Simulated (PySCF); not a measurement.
Species: `C#CC/P=C\F`. The columns A, B, C and D hold Mulliken, IAO, Hirshfeld and ESP-fitted charges (e) of one PBE0/pcSseg-1 density (PySCF), in a shuffled order. Coordinates in Å (PBE0-D3(BJ)/def2-SVP); the density's dipole moment is (0.51, -0.17, -0.17) D.

```json
{"atom": "C1", "x": "-2.186", "y": "0.731", "z": "0.556", "A": "-0.246", "B": "-0.402", "C": "-0.125", "D": "-0.361"}
{"atom": "C2", "x": "-1.290", "y": "0.217", "z": "-0.078", "A": "-0.029", "B": "-0.133", "C": "-0.054", "D": "+0.172"}
{"atom": "C3", "x": "-0.196", "y": "-0.364", "z": "-0.834", "A": "-0.444", "B": "+0.396", "C": "-0.101", "D": "-0.423"}
{"atom": "P4", "x": "1.237", "y": "0.844", "z": "-1.022", "A": "+0.326", "B": "-0.191", "C": "+0.087", "D": "+0.291"}
{"atom": "C5", "x": "2.116", "y": "0.453", "z": "0.349", "A": "-0.095", "B": "-0.031", "C": "-0.009", "D": "-0.031"}
{"atom": "F6", "x": "1.804", "y": "-0.472", "z": "1.248", "A": "-0.237", "B": "-0.091", "C": "-0.056", "D": "-0.241"}
{"atom": "H7", "x": "-2.982", "y": "1.180", "z": "1.119", "A": "+0.201", "B": "+0.301", "C": "+0.094", "D": "+0.066"}
{"atom": "H8", "x": "-0.534", "y": "-0.624", "z": "-1.850", "A": "+0.179", "B": "+0.011", "C": "+0.057", "D": "+0.187"}
{"atom": "H9", "x": "0.164", "y": "-1.286", "z": "-0.352", "A": "+0.180", "B": "-0.027", "C": "+0.051", "D": "+0.193"}
{"atom": "H10", "x": "3.055", "y": "0.966", "z": "0.597", "A": "+0.166", "B": "+0.168", "C": "+0.056", "D": "+0.145"}
```

Which column most likely holds the ESP-fitted charges?

B. Σ q r misses the density's dipole by 0.12 D (B), 0.93 D (C), 3.08 D (A), 4.41 D (D). Charges fitted to the outside potential are the only set here that is tied to the molecule's multipoles.

And the Hirshfeld charges?

C. The mean sizes are 0.069 e (C), 0.175 e (B), 0.210 e (A), 0.211 e (D), and Hirshfeld charges are commonly the smallest of these schemes.

As computed, A = IAO, B = ESP-fitted, C = Hirshfeld, D = Mulliken. Hydrogens on carbon: IAO +0.17 to +0.20, ESP-fitted -0.03 to +0.30, Hirshfeld +0.05 to +0.09, Mulliken +0.07 to +0.19 e.

The IAO scheme counts the electrons in orthogonalised intrinsic atomic orbitals, a minimal basis polarised so that it spans the occupied orbitals exactly. The ESP scheme fits charges at the nuclei, held to the total charge, to the electrostatic potential on points at 1.4 to 2.0 times the van der Waals radii.

The structure is a single PBE0-D3(BJ)/def2-SVP conformer in the gas phase; no vibrational or solvent corrections.

Shape of the structure used: `[CH:1]#[C:2][CH2:3]/[P:4]=[CH:5]\[F:6]`: C2–C3–P4–C5 90°.
